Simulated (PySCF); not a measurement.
Threshold energies of SH in a plasma

CCSD(T) in PySCF with def2-TZVPPD on every atom, for the lowest determinant that a PBE0 search found; no spin–orbit coupling.

```tsv
species	state (unpaired electrons)	Re (Å)	ωe (cm⁻¹)	energy of the minimum from the neutral (eV)	De (eV)	dissociates to
SH	doublet (π ↑)	1.342	2705	0.00	3.69	H + S
SH⁺	triplet (π ↑↑)	1.365	2558	10.21	3.59	H + S⁺
```

Task: Work out the lowest energy to break SH into atoms, from its vibrational ground state.

Result: D0 = De − ωe/2 = 3.69 − 0.17 = 3.52 eV (CCSD(T)/def2-TZVPPD).

Task: Work out the ionisation energy of the S atom at this level and the threshold of dissociative ionisation.

Result: IE(S) = 10.21 + 3.59 − 3.69 = 10.11 eV, so H + S⁺ + e⁻ appears at D0 + IE(S) = 13.63 eV (CCSD(T)/def2-TZVPPD). The measured IE(S) is 10.36 eV (NIST ASD).

These are thermodynamic thresholds; the onsets seen under electron impact lie higher where the geometry changes, and cross-sections peak well above them.

Correlated steps freeze 5 core orbitals. For an ion De counts to the pair picked by the measured ionisation energies or electron affinities, which need not be the lowest pair at this level. States were picked by a PBE0 search and need not be the measured ground states.
